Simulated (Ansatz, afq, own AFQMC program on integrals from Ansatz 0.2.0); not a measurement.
AFQMC on a folder of integrals that Ansatz 0.2.0 wrote.

```yaml
crystal:
  periodic: [false, false, false]
  atoms:
    - {symbol: Li, position_ang: [0.000000, 0.000000, 0.000000]}
    - {symbol: Na, position_ang: [0.000000, 0.000000, 3.318000]}
basis:
  gaussian: {orbitals: aug-cc-pVDZ}
total_charge: -1
magnetization: {spin_polarized: true, initial_magnetization: 1}
correlation: {method: ccsd_t, electrons: outside_noble_gas, hamiltonian_folder: ham}
```

```sh
$ ansatz run in.yaml --threads 1 --pin off --events-out ev --progress --plain --max-ram 1843MiB
```

Options of the walk:

```
--method phaseless --trial cisd --walkers 60 --populations 1 --least-time 40 --time-step 0.005 --steps-per-block 50 --equilibration-blocks 28 --max-blocks 300 --target-error 0.00021 --factor-cut 1e-05 --start spin_pure --seed 8051 --release-times 0.24,0.51,0.99,1.62,2.4 --release-step 0.03 --release-every 4 --taylor-order 6
```

Times are imaginary, in 1/Eh. The walk had a cap of 1067 s.

Output of the walk:

```
orbitals 44  electrons 2 1  factors 321 of 451
reference energy -169.30372249 Eh
CCSD correlation -0.02702171 Eh in 17 cycles, weight of the determinant in the CISD state 0.7682
energy of the start -169.329850 Eh
 block  time / (1/Eh)  mean weight  energy / Eh
     1     0.250  1.0001  -169.329945
     2     0.500  0.9999  -169.330038
     3     0.750  1.0000  -169.330088
     4     1.000  0.9995  -169.330229
     5     1.250  1.0005  -169.330314
    10     2.500  1.0002  -169.330498
    29     7.250  1.0003  -169.331130
    49    12.250  0.9999  -169.331624
    65    16.250  0.9996  -169.333541
    69    17.250  0.9996  -169.332726
    89    22.250  1.0003  -169.331387
   109    27.250  1.0002  -169.331525
   129    32.250  1.0002  -169.332150
   149    37.250  1.0003  -169.331513
   153    38.250  0.9994  -169.330364
   169    42.250  0.9992  -169.331192
   185    46.250  1.0002  -169.333460
blocks merged  error / Eh  count
     1  0.000092  160
     2  0.000116  80
     4  0.000152  40
     8  0.000176  20
    16  0.000209  10
released: time / (1/Eh)  energy / Eh  error  mean overlap
  0.24  -169.331836  0.000211  0.9999
  0.51  -169.331791  0.000196  1.0023
  0.99  -169.331912  0.000219  1.0129
  1.62  -169.331957  0.000213  1.0029
  2.40  -169.331780  0.000187  1.0025
energy -169.331827 +/- 0.000176 Eh
(rows thinned)
```

The run passed its tests (sampling time, drift between the halves within three errors, error under three times the target), which doesn't prove that it has relaxed.

Against this walk (error 4.8 meV) on the same determinant: CCSD(T) 10.5 meV higher, full CI 6.8 meV lower (within the noise). The error is statistical and leaves out the bias of the constraint. The determinant has ⟨S²⟩ = 1.24, so the low cluster orders mix in higher spin, while the walk starts as a pure doublet. Released to 2.40 1/Eh the energy moves by 1 ± 7 meV (both errors), within twice the noise. The determinant is a poor start (see the cautions), so the low cluster orders aren't to be relied on, and full CI is the sure value.

Cautions: constraint bias not in the error; strong correlation (T1 0.139, weight of the determinant 0.77, largest double 0.11); unrestricted determinant spin contaminated (⟨S²⟩ 1.24 against 0.75); the bias of populations of 60 walkers isn't removed.

The walk took 94 s on 1 thread of AMD EPYC 9R45 96-Core Processor (Zen 5), with other jobs on the host. The log's last line is the phaseless energy.

A walk keeps the symmetry of its determinant, which the program's search chose and which needn't be the lowest solution, so a lower state of the same spin and another symmetry isn't excluded.
